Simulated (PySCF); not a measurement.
## Atomic charges by several schemes

Compound: neopentane, C5H12.
Z-matrix (Å and degrees, GFN2-xTB geometry), rows numbered from 1:
```
C 
C   1  1.5301
C   2  1.5302  1  109.49
C   2  1.5303  1  109.48  3  -120.06
C   2  1.5302  1  109.38  3   119.92
H   1  1.0877  2  110.62  3    60.13
H   1  1.0878  2  110.55  3  -179.84
H   1  1.0877  2  110.55  3   -59.88
H   3  1.0879  2  110.62  1   179.91
H   3  1.0878  2  110.62  1   -60.06
H   3  1.0879  2  110.55  1    59.93
H   4  1.0880  2  110.57  1    60.19
H   4  1.0880  2  110.56  1   -59.80
H   4  1.0880  2  110.62  1  -179.80
H   5  1.0879  2  110.59  1    60.16
H   5  1.0879  2  110.52  1   -59.80
H   5  1.0879  2  110.65  1  -179.79
```

Density: PBE0/pcSseg-1 (PySCF); schemes: Mulliken, IAO, Hirshfeld and ESP-fitted. Isolated species at its GFN2-xTB geometry, gas phase.

**Question.** What partial charge does each atom carry?

**Answer.** In e:

```tsv
atom	environment	Mulliken	IAO	Hirshfeld	ESP-fitted
C1	methyl carbon	-0.158	-0.415	-0.119	-0.561
C2	quaternary sp3 carbon	-0.623	+0.066	+0.030	+0.809
C3	methyl carbon	-0.158	-0.415	-0.119	-0.570
C4	methyl carbon	-0.158	-0.415	-0.119	-0.565
C5	methyl carbon	-0.158	-0.415	-0.119	-0.561
H6	methyl hydrogen	+0.105	+0.133	+0.037	+0.120
H7	methyl hydrogen	+0.104	+0.133	+0.037	+0.119
H8	methyl hydrogen	+0.104	+0.133	+0.037	+0.120
H9	methyl hydrogen	+0.105	+0.133	+0.037	+0.122
H10	methyl hydrogen	+0.105	+0.133	+0.037	+0.122
H11	methyl hydrogen	+0.104	+0.133	+0.037	+0.122
H12	methyl hydrogen	+0.105	+0.133	+0.037	+0.121
H13	methyl hydrogen	+0.105	+0.133	+0.037	+0.121
H14	methyl hydrogen	+0.105	+0.133	+0.037	+0.120
H15	methyl hydrogen	+0.105	+0.133	+0.037	+0.119
H16	methyl hydrogen	+0.104	+0.133	+0.037	+0.120
H17	methyl hydrogen	+0.105	+0.133	+0.037	+0.120
```

Mean size of the charges over all atoms: ESP-fitted 0.265 e, IAO 0.196 e, Mulliken 0.148 e, Hirshfeld 0.056 e. Each set sums to the total charge, 0, to within 0.001 e. The Mulliken scheme counts on each atom the diagonal of the density matrix times the overlap matrix over that atom's basis functions. The ESP scheme fits charges at the nuclei, held to the total charge, to the electrostatic potential on points at 1.4 to 2.0 times the van der Waals radii.

Lowest charge. The schemes don't all agree: Mulliken C2 (-0.623); IAO C1, C3, C4 and C5 (-0.415); Hirshfeld C1, C3, C4 and C5 (-0.119); ESP-fitted C3 (-0.570).

Highest charge. The schemes don't all agree: Mulliken H6, H9, H10, H12 and 4 more (+0.105); IAO H6, H7, H8, H9 and 8 more (+0.133); Hirshfeld H6, H7, H8, H9 and 8 more (+0.037); ESP-fitted C2 (+0.809).

**Question.** How many electrons does the Hirshfeld scheme count on C1?

**Answer.** Z − q = 6 − (-0.119) = 6.119.

**Question.** Sum the charges by element.

**Answer.** 
```csv
element,atoms,Mulliken,IAO,Hirshfeld,ESP-fitted
C,5,-1.255,-1.596,-0.445,-1.448
H,12,+1.255,+1.596,+0.445,+1.448
```
